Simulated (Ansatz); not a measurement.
Here is an Ansatz input file for C6H7 (charge -1), SMILES [C-]#CCCC=C. Write the same calculation for the Python package.

```yaml
crystal:
  periodic: [false, false, false]
  atoms:
    - { symbol: C, position_ang: [3.7327, 0.6368, 1.2041] }
    - { symbol: C, position_ang: [2.3894, 0.0061, 0.7876] }
    - { symbol: C, position_ang: [1.1106, -0.5957, 0.3894] }
    - { symbol: C, position_ang: [0.2016, 0.443, -0.2671] }
    - { symbol: C, position_ang: [-1.1066, -0.1598, -0.6973] }
    - { symbol: C, position_ang: [-2.2962, 0.1976, -0.1977] }
    - { symbol: H, position_ang: [0.6179, -1.0222, 1.2714] }
    - { symbol: H, position_ang: [1.2985, -1.4245, -0.3038] }
    - { symbol: H, position_ang: [0.6936, 0.8681, -1.1513] }
    - { symbol: H, position_ang: [0.0322, 1.2793, 0.4236] }
    - { symbol: H, position_ang: [-1.0709, -0.9212, -1.4749] }
    - { symbol: H, position_ang: [-2.3917, 0.959, 0.5709] }
    - { symbol: H, position_ang: [-3.2111, -0.2663, -0.555] }
basis:
  gaussian:
    orbitals: "6-31G*"
hamiltonian:
  xc: pbe
  dispersion: d4
total_charge: -1.0
relax:
  f_tol: 0.01
```

`opt_c6h7.py`
```python
"""Minimum-energy structure of C6H7(-)."""

import ansatz as az
import numpy as np

BASIS = "6-31G*"
XC = "PBE"
DISPERSION = "d4"
NET_CHARGE = -1


def main() -> None:
    geometry = (
        az.Crystal.molecule()
        .atom("C", [3.7327, 0.6368, 1.2041])
        .atom("C", [2.3894, 0.0061, 0.7876])
        .atom("C", [1.1106, -0.5957, 0.3894])
        .atom("C", [0.2016, 0.443, -0.2671])
        .atom("C", [-1.1066, -0.1598, -0.6973])
        .atom("C", [-2.2962, 0.1976, -0.1977])
        .atom("H", [0.6179, -1.0222, 1.2714])
        .atom("H", [1.2985, -1.4245, -0.3038])
        .atom("H", [0.6936, 0.8681, -1.1513])
        .atom("H", [0.0322, 1.2793, 0.4236])
        .atom("H", [-1.0709, -0.9212, -1.4749])
        .atom("H", [-2.3917, 0.959, 0.5709])
        .atom("H", [-3.2111, -0.2663, -0.555])
    )

    calculation = geometry.calculation().basis(gaussian=BASIS).functional(XC, dispersion=DISPERSION).charge(NET_CHARGE)
    symbols = [site.symbol for site in geometry.cartesian_sites]
    start = np.array([site.position_ang for site in geometry.cartesian_sites], dtype=float)
    def progress(event):
        if event["event"] == "relax_step":
            row = event["data"]
            print(f"step {row['step']:3d}  E = {row['lagrangian_ev']:.6f} eV  largest force component {row['allowed_force_max_ev_ang']:.4f} eV/A")


    rep = calculation.relax(force_tolerance=0.01).session().plan().execute(on_event=progress).report
    end = np.array(rep["positions_ang"])

    print("reference energy %16.6f eV" % rep["reference_energy_ev"])
    print("total energy     %16.6f eV" % rep["free_energy_ev"])
    print("occupied orbitals outside the frozen core (up, down):", rep["n_occupied"], " frozen:", rep["n_frozen"], " virtual:", rep["n_virtual"])

    print("final positions (A) and the move of each atom")
    for symbol, xyz, old in zip(symbols, end, start):
        print(f"{symbol:2s} {xyz[0]:10.5f} {xyz[1]:10.5f} {xyz[2]:10.5f}   {np.linalg.norm(xyz - old):7.4f}")


if __name__ == "__main__":
    main()
```

```console
$ python opt_c6h7.py
step   1  E = -6322.057949 eV  largest force component 9.0666 eV/A
step   2  E = -6323.890948 eV  largest force component 2.2172 eV/A
step   3  E = -6323.856794 eV  largest force component 2.5444 eV/A
step   4  E = -6323.960709 eV  largest force component 0.1227 eV/A
step   5  E = -6323.962367 eV  largest force component 0.0872 eV/A
step   6  E = -6323.964683 eV  largest force component 0.0533 eV/A
step   7  E = -6323.964468 eV  largest force component 0.0552 eV/A
step   8  E = -6323.965214 eV  largest force component 0.0174 eV/A
step   9  E = -6323.965391 eV  largest force component 0.0130 eV/A
step  10  E = -6323.965463 eV  largest force component 0.0078 eV/A
step  11  E = -6323.965511 eV  largest force component 0.0064 eV/A
reference energy     -6323.675794 eV
total energy         -6323.965541 eV
occupied orbitals outside the frozen core (up, down): [22, 22]  frozen: 0  virtual: [82, 82]
final positions (A) and the move of each atom
C     3.55542    0.54630    1.12935    0.2126
C     2.45666    0.01345    0.80133    0.0690
C     1.17457   -0.57238    0.40648    0.0702
C     0.21099    0.46867   -0.26561    0.0274
C    -1.09614   -0.12314   -0.69125    0.0386
C    -2.31353    0.19048   -0.20620    0.0206
H     0.60981   -1.01540    1.26235    0.0139
H     1.28514   -1.41662   -0.31984    0.0223
H     0.75314    0.88463   -1.13687    0.0634
H     0.05364    1.30457    0.43986    0.0369
H    -1.02678   -0.93502   -1.43472    0.0612
H    -2.43795    0.98209    0.54358    0.0585
H    -3.22498   -0.32745   -0.52856    0.0681
```

Notes:
- Total energies depend on the basis set; only differences at equal settings carry meaning.
- The end point is the stationary point reached from this start; no frequency run checks that it is a minimum, and the basis set is modest.
- Total less reference energy is the dispersion correction.
- Anions want diffuse functions, which this basis lacks.
- Finished in 50 s on 1 thread of Arm Neoverse V1 (shared host), peak memory 0.21 GiB.

(Lines on the test bed's own set-up are left out of the output.)
